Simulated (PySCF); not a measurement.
```csv
atom,x (Å),y (Å),z (Å)
O,0.0000,0.0000,0.4930
C,0.0000,0.0000,-0.6573
```

Basis set: aug-cc-pVTZ (spherical functions). Correlated methods keep 2 orbitals frozen. Charge 0, multiplicity 1.

Starred EOM-CCSD(T)(a) on the restricted Hartree–Fock determinant with PySCF 2.14.0; the energies are vertical.

Problem. The solver was asked for the few lowest roots only. Give the electron affinities of singlet CO among them whose weight of singles is over 0.7 (positive where the electron binds).

Solution.

| root | energy (eV) | weight of singles |
| --- | --- | --- |
| 1 | -1.54 | 0.99 |
| 2 | -1.54 | 0.99 |
| 3 | -1.65 | 1.00 |

Higher main lines weren't sought.
